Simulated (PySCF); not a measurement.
C₃H₃ClO.
Atom-mapped SMILES: `[CH2:1]=[CH:2][C:3](=[O:4])[Cl:5]` (hydrogens: H6, H7 on C1; H8 on C2)

Level: wB97X-D/pcSseg-2 in PySCF, non-relativistic, on one gas-phase PBE0-D3(BJ)/def2-TZVP geometry that isn't relaxed in the solvent. The solvent is an IEF-PCM continuum (cavity from Bondi-type radii × 1.2). Specific hydrogen bonds and non-electrostatic terms are outside this model.

Gas phase at wB97X-D/pcSseg-2: HOMO -10.51 eV, LUMO -0.58 eV, dipole 3.25 D.

Q: What does the continuum do to the energy, the frontier levels and the dipole at wB97X-D/pcSseg-2 in chloroform?

A: 
| solvent | ε | E(solvent) − E(gas) (kcal/mol) | polarisation term (kcal/mol) | distortion of the solute (kcal/mol) | HOMO (eV) | LUMO (eV) | dipole (D) |
| --- | --- | --- | --- | --- | --- | --- | --- |
| chloroform | 4.711 | -3.05 | -3.47 | 0.42 | -10.57 | -0.44 | 3.91 |

The polarisation term is half the interaction of the solute with the surface charges that it induces; the rest is the cost of distorting the solute's density. The sum is the electrostatic part of solvation alone.

Q: Which radius a makes the point-dipole formula ΔE = −[(ε − 1)/(2ε + 1)]·μ²/a³ give the value in chloroform, with the gas-phase dipole?

A: μ = 1.279 au and |ΔE| = 0.00486 Eh give a = 2.61 Å; the farthest nucleus lies 2.68 Å from the centroid of the nuclei, so such a sphere wouldn't even hold the nuclei. The formula assumes a rigid point dipole at the centre of a sphere.

Shape of the structure used: `[CH2:1]=[CH:2][C:3](=[O:4])[Cl:5]`: C1–C2–C3–O4 0°.

wB97X-D is run here without its empirical dispersion term; that term would change no orbital, density or response property at a fixed geometry.
